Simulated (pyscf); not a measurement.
Single points on ωB97X-D3(BJ)/def2-SVP structures (PySCF, gas phase).

Problem. Estimate by transition-state theory the rate constant of HO–Si(F)(F)–F + water (H₂O) -> HO–Si(OH)(F)–F + hydrogen fluoride (HF) (singlet surface; F–Si, H–O broken, O–Si, F–H formed) at 900 K, with ωB97M-D3(BJ)/def2-TZVP energies (ideal gas, 1 atm, RRHO with modes under 100 cm⁻¹ raised to 100, one conformer, R ln 2 for rigid chiral ones; no tunnelling).

Solution. The electronic barrier is 21.1 kcal/mol and the thermal terms add +36.2, so ΔG‡ = 57.3 kcal/mol. With k_BT/h = 1.88e+13 s⁻¹ and RT = 1.788 kcal/mol, and a volume of 1.23e-19 cm³ per molecule at 1 atm, k = 2.8e-20 cm³ molecule⁻¹ s⁻¹. Wigner's tunnelling factor for 776i cm⁻¹ would be 1.06. A shift of 1 kcal/mol in the barrier changes k by a factor 1.7. On the product side the descent ends in a bound adduct (not fully relaxed), 9.3 kcal/mol under the separated species and 22.6 kcal/mol under the saddle at ωB97X-D3(BJ)/def2-TZVP. One saddle was located; it need not be the lowest between these sides.
